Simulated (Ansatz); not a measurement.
For antiferromagnetic (type II) rock-salt NiO, PBEsol in Ansatz (plane waves, PAW) gives:

```
Item                            Result
-----------------------------  -------
band gap at the measured cell  0.72 eV
magnetic moment                1.29 μB
```

Question: What does B3LYP (VWN-RPA form) (plane waves, PAW; Ansatz, an electronic-structure program) give for the same quantities?

Answer: 
- band gap at the measured cell: 4.40 eV (goes up by 3.68 eV)
- magnetic moment: 1.64 μB (increases by 0.35 μB)

Changes are worked out from the printed values.

Unless a cell is named, each level is at its own relaxed cell.

Density-functional gaps are differences of (generalised) Kohn–Sham levels.

Spin-polarised runs: PBEsol (opposed moments), B3LYP (VWN-RPA form) (opposed moments).

Ansatz's density-functional and Hartree–Fock values are scalar-relativistic unless marked +SOC, with PAW data made under PBE.
